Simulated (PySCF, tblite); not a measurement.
# Complex of carbon dioxide and 2 × hydrogen fluoride

A gas-phase complex of carbon dioxide and 2 × hydrogen fluoride; neutral, singlet. The structure comes from a short search (6 tight-binding starts) and was relaxed by PBE0-D3(BJ)/def2-SVPD; another way of binding may lie lower. Frequencies by PBE0-D3(BJ)/def2-SVPD show no clear imaginary mode.

| part | name | SMILES | atoms | charge | multiplicity |
| --- | --- | --- | --- | --- | --- |
| 1 | carbon dioxide | O=C=O | 1–3 | 0 | 1 |
| 2 | hydrogen fluoride | F | 4–5 | 0 | 1 |
| 3 | hydrogen fluoride | F | 6–7 | 0 | 1 |

```csv
atom,part,x (Å),y (Å),z (Å)
O1,1,-1.264,0.379,-0.139
C2,1,-0.141,0.065,-0.193
O3,1,0.974,-0.222,-0.213
F4,2,-3.174,-0.442,-1.839
H5,2,-2.687,-0.042,-1.149
F6,3,-0.880,-1.486,-2.529
H7,3,-1.785,-1.259,-2.506
```

Contacts between parts, classed by geometry: H7···F4 1.744 Å (hydrogen bond, 154°); H5···O1 1.795 Å (hydrogen bond, 158°).

Interaction energies are complex less parts, with the parts frozen as they stand in it; counterpoise-corrected, in kcal/mol (PySCF).

Question: How strongly do the parts interact, level by level?

Answer: 
| level | interaction | superposition error removed |
| --- | --- | --- |
| wB97M-D3(BJ)/def2-TZVPD | -10.38 | -0.13 |
| PBE0-D3(BJ)/def2-TZVPD | -10.86 | -0.13 |
| RI-MP2/def2-TZVPD | -8.67 | -1.06 |

Question: What holds them together? Decompose the wB97M-D3(BJ)/def2-TZVPD energy: frozen parts, their antisymmetrised product, then relaxation.

Answer: electrostatic -17.0, Pauli repulsion +18.3, orbital relaxation -10.2, dispersion correction -1.7 kcal/mol, which sum to the value before the counterpoise correction; the Pauli term holds the exchange-correlation of the frozen density too. Of the attraction, 59 % is electrostatic, 35 % is orbital relaxation, 6 % is dispersion correction.

Question: Are the pair energies additive?

Answer: The pairs sum to -8.53 kcal/mol (1–2 -2.6, 1–3 -1.9, 2–3 -4.1); the rest of -1.85 is a many-body strengthening.

The parts were also relaxed and run alone, at the levels used for the complex: shieldings by PBE0/pcSseg-2; core levels by delta-SCF with SCAN, pcX-2 on the ionised atom and pcseg-1 elsewhere, spin-free X2C.

Question: What does binding change?

Answer: 
```tsv
property	alone	in the complex	change
F6–H7 bond (Å)	0.920	0.934	+0.013
shielding of H7 (ppm)	29.19	25.66	-3.53
shielding of F4 (ppm)	410.9	387.6	-23.2
shielding of H5 (ppm)	29.19	25.61	-3.58
shielding of O1 (ppm)	212.7	222.1	+9.4
O1 1s core level (eV)	541.30	541.87	+0.56
F4 1s core level (eV)	694.12	694.20	+0.09
F6 1s core level (eV)	694.12	693.34	-0.77
```

The 6 runs behind this took 9.7 min in all, one thread each of Arm Neoverse N1 on a shared host, launched as `OMP_NUM_THREADS=1 python cluster_run.py task.json out`.
